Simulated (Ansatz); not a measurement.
Geometry optimisation, UKS B3LYP-D4/6-31G* in Ansatz 0.2.0.

Input file:

```yaml
crystal:
  periodic: [false, false, false]
  atoms:
    - { symbol: "N", position_ang: [-0.593, 0.2099, -1.1704] }
    - { symbol: Al, position_ang: [-0.3482, -0.6948, 0.4497] }
    - { symbol: S, position_ang: [1.1229, 0.096, 1.9433] }
    - { symbol: H, position_ang: [-0.947, 1.2032, -0.9264] }
    - { symbol: H, position_ang: [-1.3974, -0.2586, -1.7098] }
    - { symbol: H, position_ang: [2.2049, -0.6197, 1.3674] }
magnetization:
  spin_polarized: true
  initial_magnetization: 1
basis:
  gaussian: { orbitals: "6-31G*" }
hamiltonian:
  xc: b3lyp
  dispersion: d4
relax:
  f_tol: 0.015
  max_steps: 40
```

Launched with:

```bash
$ ansatz run input.yaml --threads 1 --pin off --max-ram 2048MiB --backend cpu --events-out ev --progress --plain --runs-dir out
```

Problem. Where does it end, and by what steps?

Solution. The run converged. The force dipped under the threshold on the way, but the program's further checks kept it going. After 13 steps the energy has fallen by 0.545 eV; H6 moved furthest, 0.73 Å.

| step | energy less start (eV) | largest force component (eV/Å) | accepted |
| --- | --- | --- | --- |
| 0 | 0.0000 | 2.225 | yes |
| 1 | -0.2180 | 1.306 | yes |
| 2 | -0.4058 | 0.614 | yes |
| 3 | -0.4632 | 0.285 | yes |
| 4 | -0.4811 | 0.704 | yes |
| 5 | -0.5047 | 0.276 | yes |
| 6 | -0.5397 | 0.092 | yes |
| 7 | -0.5385 | 0.188 | no |
| 8 | -0.5426 | 0.052 | yes |
| 9 | -0.5434 | 0.054 | yes |
| 10 | -0.5449 | 0.006 | yes |
| 11 | -0.5450 | 0.081 | yes |
| 12 | -0.5452 | 0.022 | yes |
| 13 | -0.5452 | 0.001 | yes |

```xyz
6
Properties=species:S:1:pos:R:3
N -0.923 0.196 -0.986
Al 0.120 -0.817 0.048
S 1.394 0.304 1.501
H -0.968 1.209 -0.952
H -1.555 -0.163 -1.692
H 1.975 -0.793 2.034
```

Whether the end is a true minimum wasn't checked by a vibrational analysis.

Run time: 64 s on 1 thread of Intel(R) Xeon(R) Processor @ 2.70GHz, with other jobs on the host, peak memory 0.16 GiB.
